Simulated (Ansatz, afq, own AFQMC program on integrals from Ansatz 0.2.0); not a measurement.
## AlH3, singlet in cc-pVDZ, levels against full CI

```yaml
atoms:
  - { symbol: Al, position_ang: [0.0000, 0.0000, 0.0000] }
  - { symbol: H, position_ang: [1.7539, 0.0166, -0.0001] }
  - { symbol: H, position_ang: [-0.8914, 1.5106, -0.0031] }
  - { symbol: H, position_ang: [-0.8625, -1.5272, 0.0032] }
```

Basis cc-pVDZ. Only valence electrons are correlated. Integrals, coupled cluster, full CI and functionals: Ansatz 0.2.0; the random walks run on the same integrals in our own AFQMC program. ph-AFQMC/CISD is guided by a CISD state made of CCSD amplitudes; releasing the constraint for a short imaginary time cuts its bias at the price of noise, slowly where states lie close. Uncertainties: one standard error, sampling alone.

Determinant: RHF, the one that the program's search chose, which needn't be the lowest solution. The geometry is a point of a scan.

Full CI on the same integrals is exact in this basis and with this determinant's frozen core.

- T1 diagnostic: 0.0111
- weight of the determinant in the CISD state: 0.929
- size of the correlated space: 6 electrons in 28 orbitals

Reference: full CI, correlation energy -2.848 eV. The released energy is read at 2.40 1/Eh (meV from the phaseless value at times in 1/Eh: 0.1 ± 1.3 at 0.24, -1.2 ± 1.1 at 0.51, -2.0 ± 0.8 at 0.99, -1.7 ± 0.6 at 1.62, -2.5 ± 0.7 at 2.40).

| level | E − E(reference) (mEh) | share of correlation (%) |
| --- | --- | --- |
| HF | 104.67 | 0.00 |
| MP2 | 27.49 | 73.74 |
| CCSD | 1.95 | 98.14 |
| CCSD(T) | 0.57 | 99.46 |
| CCSDT | 0.06 | 99.95 |
| CCSDT(Q) | 0.02 | 99.99 |
| CCSDTQ | 0.00 | 100.00 |
| ph-AFQMC/CISD | 0.08 ± 0.04 | 99.93 |
| released AFQMC | -0.01 ± 0.03 | 100.01 |

CCSDT and higher add their correlation energy to the determinant of the CCSD(T) run, since their own runs factorise the integrals more tightly (a shift of under 2 meV). A walk keeps the symmetry of its determinant, which the program's search chose and which needn't be the lowest solution, so a lower state of the same spin and another symmetry isn't excluded. Released energies are given only where the last usable release times agree within the noise; a slower fall can still hide under it.
